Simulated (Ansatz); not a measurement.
**B2H2 (singlet): wave-function methods side by side at scale of all distances = 1.131, 6-31G**

The task here is to estimate one member of a computed series from the others.

Program: Ansatz 0.2.0, Gaussian basis. Level of theory: 6-31G, core rule «outside noble gas», up to 2 orbitals frozen. These are calculated values, not measurements.

The runs, in order: UHF; CCSD(T) on RHF; CCSD(T) on UHF; BCCD(T) on RHF; CISD; CCSDT(Q) on RHF; CCSDT(Q) on UHF; CISDTQ; CCSDTQ on RHF; CASSCF and MRCISD+Q, 2 electrons in 2 orbitals; CASSCF and NEVPT2, 2 electrons in 2 orbitals; CASSCF and MRCISD+Q, 8 electrons in 10 orbitals; CASSCF and NEVPT4(SD), 8 electrons in 10 orbitals; CASSCF and NEVPT2, 8 electrons in 10 orbitals; Full CI.

12 further runs of the same task are left out: 10 that didn't finish, 2 set aside as unsound or not needed.

## The system

The geometry derives from a PBE0/def2-TZVP stationary point (not a proven minimum). All distances are scaled together.

4 atoms, charge 0, spin multiplicity 1.

Atoms are counted from 1 here; the program's logs count them from 0.

Bond lengths: B1–B2 1.725 Å, B1–H3 1.330 Å, B2–H4 1.330 Å. Angles: B2–B1–H3 180.0°, B1–B2–H4 180.0°.

The first run:

Input file in.yaml:

```yaml
crystal:
  periodic: [false, false, false]
  atoms:
    - {symbol: B, position_ang: [0.000000, 0.000000, 0.862410]}
    - {symbol: B, position_ang: [0.000000, 0.000000, -0.862410]}
    - {symbol: H, position_ang: [0.000000, 0.000000, 2.192165]}
    - {symbol: H, position_ang: [0.000000, 0.000000, -2.192165]}
basis:
  gaussian: {orbitals: 6-31G}
magnetization: {spin_polarized: true, initial_magnetization: 0}
hamiltonian: {xc: hf}
output: {orbitals: {seedname: orbitals}}
```

On the command line:

```bash
ansatz run in.yaml --threads 1 --pin off --events-out ev --progress --plain --max-ram 2393MiB
```

Steps of the session up to this table: UHF; CCSD(T) on RHF; CCSD(T) on UHF; BCCD(T) on RHF; CISD; CCSDT(Q) on RHF; CCSDT(Q) on UHF; CISDTQ; CCSDTQ on RHF; CASSCF and MRCISD+Q, 2 electrons in 2 orbitals; CASSCF and NEVPT2, 2 electrons in 2 orbitals; CASSCF and MRCISD+Q, 8 electrons in 10 orbitals; CASSCF and NEVPT4(SD), 8 electrons in 10 orbitals; CASSCF and NEVPT2, 8 electrons in 10 orbitals; Full CI.

One of the session's tables, all rows but one given; the rest of the session is left out.

| method | from FCI (kcal/mol) |
| --- | --- |
| RHF | +90.39 |
| RMP2 | +26.41 |
| CISD | ? |
| RCCSD | +5.51 |
| RCCSD(T) | +2.76 |
| BCCD(T) | +2.79 |
| RCCSDT | +0.98 |
| CISDTQ | +1.30 |
| RCCSDT(Q) | +0.07 |
| RCCSDTQ | +0.05 |
| CASSCF valence | +16.93 |
| NEVPT2 valence | +4.85 |
| NEVPT4(SD) valence | +0.72 |
| MRCISD valence | +0.38 |
| MRCISD+Q valence | +0.11 |
| FCI | 0 |

Q: Estimate the row for CISD from the others.

The run gave: from FCI (kcal/mol): +11.45. In the column «from FCI (kcal/mol)» it lies between RCCSD (+5.51) and CASSCF valence (+16.93).

Among the levels timed on like hardware and quicker than the yardstick, those that no quicker one beats, quickest first: CISD (0.73 s, +11.45 kcal/mol); BCCD(T) (1 s, +2.79 kcal/mol); RCCSD(T) (1.2 s, +2.76 kcal/mol); RCCSDT(Q) (2.4 s, +0.07 kcal/mol); RCCSDTQ (19 s, +0.05 kcal/mol).

Left out of the table: CASSCF pair, NEVPT2 pair, MRCISD pair, MRCISD+Q pair (the active space lost an orbital or holds another state than full CI finds).

Caveats from the session: The report flags that the cluster equations may have other roots. The yardstick is full CI for this spin, exact in this basis with these frozen cores. Left out of the table: UHF, UMP2, UCCSD, UCCSD(T), UCCSDT, UCCSDT(Q) (another determinant or state than the rows shown). The program flags RCCSDT(Q), RCCSDTQ as in doubt, so those rows may rest on another solution; read them beside their warnings. With 2.1 effectively unpaired electrons against 0 the state is strongly multireference. Of the multireference levels listed MRCISD+Q valence comes nearest in total energy (+0.11 kcal/mol), which doesn't show that its space is the better one. Warnings in the runs' records: large difference, other roots.
